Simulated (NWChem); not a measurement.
Molecule: SiCl$_{4}$; SMILES Cl[Si](Cl)(Cl)Cl

```xyz
5

Cl    -1.1518    -1.4185    -0.8972
Si     0.0000     0.0000     0.0000
Cl    -1.1978     1.4207     0.8312
Cl     1.1341    -0.8656     1.4520
Cl     1.2155     0.8634    -1.3860
```
Atoms are numbered in this order, from 1.

Results from NWChem. Geometry optimised at PBE0/def2-SVP; all other runs use it. 

```json
[
 {"quantity": "anisotropy (bohr³), static", "level": "PBE0/def2-SVPD", "value": "0.0"},
 {"quantity": "vertical, lowest excitation, singlet (eV)", "level": "PBE0/def2-SVPD, TDA", "value": "7.18"},
 {"quantity": "vertical ionisation energy, ΔSCF (eV)", "level": "PBE0/def2-SVP", "value": "11.53"},
 {"quantity": "solvation free energy (kcal/mol) in n-hexane", "level": "PBE0/def2-SVP, SMD", "value": "-3.9"},
 {"quantity": "dipole (D)", "level": "PBE0/def2-SVP", "value": "0.00"},
 {"quantity": "highest harmonic frequency (cm⁻¹)", "level": "PBE0/def2-SVP", "value": "641"}
]
```
